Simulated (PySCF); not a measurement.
propene (C3H6), SMILES C=CC.

Geometry optimised at r2SCAN-D4/def2-TZVP.

These are M06-2X/def2-TZVPD (PySCF) values and carry that method's errors.

Symmetry labels are those of the subgroup Cs that the program uses (full group Cs).

Problem. List the valence orbital energies around the gap with their symmetry. (Estimate from the structure and the level; the computed values follow.)

Solution. 
| orbital | symmetry | energy (eV) |
|---|---|---|
| HOMO−7 | A' | -21.11 |
| HOMO−6 | A' | -17.21 |
| HOMO−5 | A' | -14.64 |
| HOMO−4 | A' | -13.25 |
| HOMO−3 | A" | -13.04 |
| HOMO−2 | A' | -11.79 |
| HOMO−1 | A' | -11.03 |
| HOMO | A" | -8.59 |
| LUMO | A' | 0.68 |
| LUMO+1 | A' | 1.16 |
| LUMO+2 | A' | 1.23 |
| LUMO+3 | A" | 1.25 |
